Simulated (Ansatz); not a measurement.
How close CCSD(T) comes to the exact answer in a basis

Each species is computed at the geometry given (Å), with frozen cores, in Ansatz 0.2.0: RHF-CCSD(T) for singlets, UHF-CCSD(T) otherwise, and full CI in the same basis. The program picks the determinant by trial CCSD, so it needn't be the lowest Hartree–Fock solution. States: PH4 A1, CH2 A'', BCl⁺ Σ⁺ or Δ, BO Π. Cases whose determinant has another symmetry than full CI's state, or whose (Q) step broke down, weren't drawn.

Q: Judging by size, spin and bonding, rank them by the size of CCSD(T)'s error in total energy against full CI in the same basis, smallest first (an estimate).
A. BO, doublet, 6-31G: B 0.000 0.000 0.000; O 0.000 0.000 3.197
B. PH4, doublet, 6-31G: P 0.040 0.000 0.000; H 0.140 0.000 -1.315; H -0.749 0.936 0.000; H -0.749 -0.936 0.000; H 0.140 0.000 1.315
C. BCl⁺, doublet, 6-31G: B 0.000 0.000 0.000; Cl 0.000 0.000 2.172
D. CH2, triplet, cc-pVDZ: C 0.000 -0.062 0.007; H 0.000 0.392 -1.084; H 0.000 0.352 1.003

A: B (7.7 meV), D (12.8 meV), C (35.2 meV), A (89.5 meV).

```json
{"species": "PH4, doublet", "basis": "6-31G", "correlated electrons": "9", "CCSD(T) − full CI (meV)": "7.7", "CCSDT(Q) − full CI (meV)": "0.1", "unpaired electrons (full CI)": "1.01", "T1": "0.007", "⟨S²⟩ of the determinant": "0.76"}
{"species": "CH2, triplet", "basis": "cc-pVDZ", "correlated electrons": "6", "CCSD(T) − full CI (meV)": "12.8", "CCSDT(Q) − full CI (meV)": "-0.7", "unpaired electrons (full CI)": "2.02", "T1": "0.010", "⟨S²⟩ of the determinant": "2.02"}
{"species": "BCl⁺, doublet", "basis": "6-31G", "correlated electrons": "9", "CCSD(T) − full CI (meV)": "35.2", "CCSDT(Q) − full CI (meV)": "-11.6", "unpaired electrons (full CI)": "1.11", "T1": "0.049", "⟨S²⟩ of the determinant": "0.88"}
{"species": "BO, doublet", "basis": "6-31G", "correlated electrons": "9", "CCSD(T) − full CI (meV)": "89.5", "CCSDT(Q) − full CI (meV)": "2.2", "unpaired electrons (full CI)": "2.72", "T1": "0.026", "⟨S²⟩ of the determinant": "1.73"}
```

Unpaired electrons are Σ n²(2−n)² over natural occupations; an open shell counts its own unpaired electrons too. Frozen cores follow each run's orbitals, which moves totals by a few meV. No single determinant describes BO, doublet well, by full CI's occupations.
